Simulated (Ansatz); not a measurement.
**SnPb2: from a trial structure to a relaxed crystal**

These are results of DFT PBE, scalar-relativistic, plane waves, PAW in Ansatz 0.2.0, not measurements. Cutoff 420 eV, Γ-centred k mesh, Gaussian smearing, no spin polarisation in the final step.

SnPb2 was placed on the rutile structure type (P4_2/mnm, No. 136), with Sn in place of Ti, Pb in place of O, at a guessed volume.

```
Sn Pb
1.0
     6.60801    0.00000    0.00000
     0.00000    6.60801    0.00000
     0.00000    0.00000    4.25623
Sn Pb
2 4
Direct
  0.00000 0.00000 0.00000
  0.50000 0.50000 0.50000
  0.30600 0.30600 0.00000
  0.19400 0.80600 0.50000
  0.69400 0.69400 0.00000
  0.80600 0.19400 0.50000
```

Cell and atoms relax at zero pressure; the relaxation can't lower the symmetry of the start. After a coarse first stage the cell is made exact in the group found at 0.06 Å.

Energies over the elements count from the elements' standard structures at the same level, with no empirical corrections.

Question: Describe the relaxed structure.

Answer: It keeps P4_2/mnm (No. 136). The result has the rutile structure. Conventional cell: a = 7.040 Å, c = 4.813 Å. Around Sn lie 6 Pb at 3.04–3.09 Å; around Pb lie 3 Sn at 3.04–3.09 Å.

```cif
data_structure
_symmetry_space_group_name_H-M 'P4_2/mnm'
_symmetry_Int_Tables_number 136
_cell_length_a 7.0402
_cell_length_b 7.0402
_cell_length_c 4.8126
_cell_angle_alpha 90.000
_cell_angle_beta 90.000
_cell_angle_gamma 90.000
_cell_volume 238.54
loop_
_atom_site_label
_atom_site_type_symbol
_atom_site_symmetry_multiplicity
_atom_site_Wyckoff_symbol
_atom_site_fract_x
_atom_site_fract_y
_atom_site_fract_z
_atom_site_occupancy
Sn1 Sn 2 a 0.00000 0.00000 0.00000 1
Pb1 Pb 4 f 0.30490 0.30490 0.00000 1
```

Question: What are its volume, energy, density and gap?

Answer: The volume per atom is 39.76 Å³ and the density is 7.42 g/cm³. The energy over the elements is 0.32 eV/atom and the gap on the 6×6×8 mesh is 0 eV (a metal).

The final run used a 6×6×8 mesh on its 6-atom cell and 0.10 eV smearing. For metals, differences of a few meV/atom aren't resolved. Spin–orbit coupling is left out. Symmetry constrained the relaxation, so the result can be a saddle point.

Cost: 3 runs of about 5.4 core-minutes in all, on Arm Neoverse V1 (shared hosts).